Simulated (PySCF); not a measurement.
## Gas-phase thermal properties of AlHCl2

Computed with PySCF (xtb for GFN2) and rigid-rotor harmonic-oscillator thermochemistry at 1 bar. 6-31G* has spherical d functions here. All species are closed-shell singlets. B3LYP is the form with VWN-RPA correlation. AlHCl2: computed as isolated molecules; such fragments, hydroxides, amides, oligomers or adducts are transient or little studied in the gas. The harmonic model lacks anharmonicity and excited electronic states, which grow with temperature; levels with a mode under 35 cm⁻¹ are left out.

```tsv
level	point group	σ	ZPE (kJ/mol)	S°298 (J/mol/K)	Cp298 (J/mol/K)	S°1000 (J/mol/K)	H1000 − H298 (kJ/mol)
B3LYP/6-31G*	C2v	2	26.0	289.1	60.7	374.0	50.4
GFN2-xTB	C2v	2	25.1	289.5	60.7	374.7	50.6
HF/6-31G*	C2v	2	27.5	287.3	59.5	371.2	49.9
PBE/def2-SVP	C2v	2	25.5	289.4	60.8	374.5	50.5
PBE0/def2-TZVP	C2v	2	26.0	288.8	60.6	373.7	50.4
```
σ: rotational symmetry number. Electronic degeneracy used: 1. Frequencies are unscaled.
